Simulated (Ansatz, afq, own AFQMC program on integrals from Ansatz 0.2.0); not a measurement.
## Where AFQMC and coupled cluster stand for Cl, doublet

A free Cl atom.

Basis def2-TZVP. Only valence electrons are correlated. Integrals, coupled cluster, full CI and functionals: Ansatz 0.2.0; the random walks run on the same integrals in our own AFQMC program. ph-AFQMC/CISD is guided by a CISD state made of CCSD amplitudes; releasing the constraint for a short imaginary time cuts its bias at the price of noise, slowly where states lie close. Uncertainties: one standard error, sampling alone.

Determinant: UHF, the one that the program's search chose, which needn't be the lowest solution.

No full CI on the walks' own integrals is used here; CCSDTQ serves as the reference and is uncertain by about the last step of the cluster series.

* T1 diagnostic: 0.0072
* weight of the determinant in the CISD state: 0.929
* ⟨S²⟩ of the determinant: 0.760
* size of the correlated space: 7 electrons in 32 orbitals

Reference: CCSDTQ, correlation energy -5.063 eV. The released energy is read at 1.00 1/Eh, later times being too noisy (meV from the phaseless value at times in 1/Eh: -0.2 ± 1.5 at 0.24, -4.4 ± 1.1 at 0.50, -6.1 ± 1.0 at 1.00, -2 ± 5 at 1.50).

| level | E − E(reference) (kJ/mol) | share of correlation (%) |
| --- | --- | --- |
| HF | 488.5 | 0.00 |
| MP2 | 80.7 | 83.48 |
| CCSD | 17.2 | 96.48 |
| CCSD(T) | 2.2 | 99.54 |
| CCSDT | 0.4 | 99.91 |
| CCSDT(Q) | 0.0 | 100.00 |
| ph-AFQMC/HF | 10.7 ± 1.2 | 97.81 |
| ph-AFQMC/CISD | 0.7 ± 0.2 | 99.85 |
| released AFQMC | 0.1 ± 0.09 | 99.97 |

CCSDT and higher add their correlation energy to the determinant of the CCSD(T) run, since their own runs factorise the integrals more tightly (a shift of under 2 meV). A walk keeps the symmetry of its determinant, which the program's search chose and which needn't be the lowest solution, so a lower state of the same spin and another symmetry isn't excluded. Released energies are given only where the last usable release times agree within the noise; a slower fall can still hide under it.
